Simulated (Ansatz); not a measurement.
# SiH₃ (doublet): from Hartree-Fock to the top rungs at a displaced geometry (v2), cc-pVTZ

The task here is to estimate one member of a computed series from the others.

The runs use Ansatz 0.2.0, Gaussian basis; cc-pVTZ, core rule «outside noble gas», up to 5 orbitals frozen.

To be run: UHF; CCSD(T) on ROHF; CCSD(T) on UHF; BCCD(T) on ROHF; CCSDT(Q) on ROHF; CCSDT(Q) on UHF; CASSCF and MRCISD+Q, 7 electrons in 7 orbitals; CASSCF and NEVPT2, 7 electrons in 7 orbitals.

20 further runs of the same task are left out: 2 for a known fault of the program, 10 that didn't finish, 8 set aside as unsound or not needed.

## What is computed

The geometry is a PBE0/def2-TZVP stationary point (not a proven minimum) with its atoms shifted at random (size 0.100 Å).

4 atoms, charge 0, spin multiplicity 2.

Atoms are counted from 1 here; the program's logs count them from 0.

Bond lengths: Si1–H2 1.334 Å, Si1–H3 1.513 Å, Si1–H4 1.561 Å. Angles: H2–Si1–H3 112.6°, H2–Si1–H4 109.3°, H3–Si1–H4 109.5°.

Coordinates:

```
Si    0.0085    0.0030   -0.0449
H     1.2588    0.0260    0.4195
H    -0.8009    1.1990    0.4053
H    -0.6936   -1.3091    0.4270
```

The first run:

Input file in.yaml:

```yaml
crystal:
  periodic: [false, false, false]
  atoms:
    - {symbol: Si, position_ang: [0.008458, 0.003016, -0.044924]}
    - {symbol: H, position_ang: [1.258842, 0.026045, 0.419525]}
    - {symbol: H, position_ang: [-0.800944, 1.199046, 0.405255]}
    - {symbol: H, position_ang: [-0.693565, -1.309124, 0.426999]}
basis:
  gaussian: {orbitals: cc-pVTZ}
magnetization: {spin_polarized: true, initial_magnetization: 1}
hamiltonian: {xc: hf}
output: {orbitals: {seedname: orbitals}}
```

Command:

```sh
ansatz run in.yaml --threads 1 --pin off --events-out ev --progress --plain --max-ram 2393MiB
```

Steps of the session up to this table: UHF; CCSD(T) on ROHF; CCSD(T) on UHF; BCCD(T) on ROHF; CCSDT(Q) on ROHF; CCSDT(Q) on UHF; CASSCF and MRCISD+Q, 7 electrons in 7 orbitals; CASSCF and NEVPT2, 7 electrons in 7 orbitals.

One of the session's tables, all rows but one given; the rest of the session is left out.

| method | from UCCSDT(Q) (kcal/mol) |
| --- | --- |
| ROHF | ? |
| UHF | +92.34 |
| RMP2 | +19.27 |
| UMP2 | +19.14 |
| RCCSD | +2.77 |
| UCCSD | +2.73 |
| RCCSD(T) | +0.56 |
| UCCSD(T) | +0.54 |
| BCCD(T) | +0.55 |
| RCCSDT | +0.07 |
| UCCSDT | +0.05 |
| RCCSDT(Q) | +0.02 |
| UCCSDT(Q) | 0 |
| CASSCF valence | +66.78 |
| NEVPT2 valence | +20.72 |
| MRCISD valence | +3.97 |
| MRCISD+Q valence | +0.65 |

Estimate the missing values for ROHF.

As computed: from UCCSDT(Q) (kcal/mol): +93.35. In the column «from UCCSDT(Q) (kcal/mol)» it is the highest.

Limits of these values: Restricted and unrestricted rows rest on different reference determinants; where their highest levels disagree by more than a few hundredths of an eV, they describe different states and don't form one ladder.
